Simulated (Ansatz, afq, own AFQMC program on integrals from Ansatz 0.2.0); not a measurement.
Where AFQMC and coupled cluster stand for BH3, triplet

```yaml
atoms:
  - { symbol: B, position_ang: [-0.1149, 0.0000, 0.0891] }
  - { symbol: H, position_ang: [0.3114, 0.5391, -0.9919] }
  - { symbol: H, position_ang: [0.6095, 0.0000, 1.0286] }
  - { symbol: H, position_ang: [0.3113, -0.5391, -0.9919] }
```

Basis aug-cc-pVDZ. Only valence electrons are correlated. Ansatz 0.2.0 and our own AFQMC program on the same integrals; the CISD trial comes from CCSD amplitudes, and released means the phaseless constraint is let go. Free AFQMC starts from the CCSD state and is never constrained. Its projection time is finite, and what remains of the start isn't in its error. Error bars are statistical, one sigma.

Determinant: UHF, the one that the program's search chose, which needn't be the lowest solution. The geometry is a PBE0/def2-TZVP stationary point of this or a neighbouring charge and spin state.

No full CI on the walks' own integrals is used here; CCSDT(Q) serves as the reference and is uncertain by about the last step of the cluster series.

Cautions: lower spins were not checked.

The T1 diagnostic is 0.0111, the weight of the determinant in the CISD state is 0.941 and the ⟨S²⟩ of the determinant is 2.008. The size of the correlated space is 6 electrons in 49 orbitals.

| level | correlation energy (eV) |
| --- | --- |
| MP2 | -2.3979 |
| CCSD | -2.9970 |
| CCSD(T) | -3.0621 |

Task: Estimate where phaseless AFQMC with a CISD trial lies against CCSD(T) on the same integrals.

Result: 0.52 ± 0.04 mEh below CCSD(T).

Reference: CCSDT(Q), correlation energy -3.079 eV. The released energy is read at 1.62 1/Eh, later times being too noisy (meV from the phaseless value at times in 1/Eh: 0.4 ± 0.7 at 0.24, -1.0 ± 0.7 at 0.51, -1.8 ± 0.6 at 0.99, -3.2 ± 0.7 at 1.62, -7 ± 4 at 2.40).

```
         level  E − E(reference) (mEh)  share of correlation (%)
       CCSD(T)                    0.64                     99.44
         CCSDT                    0.05                     99.95
   ph-AFQMC/HF             0.18 ± 0.44                     99.84
 ph-AFQMC/CISD             0.12 ± 0.04                     99.89
released AFQMC             0.00 ± 0.03                    100.00
    free AFQMC            -0.02 ± 0.03                    100.02
```

Free projections are given only where their last times agree within the noise and don't stop above the reference; a slow remainder of the start can still hide under it. A walk keeps the symmetry of its determinant, which the program's search chose and which needn't be the lowest solution, so a lower state of the same spin and another symmetry isn't excluded. Released energies are given only where the last usable release times agree within the noise; a slower fall can still hide under it.
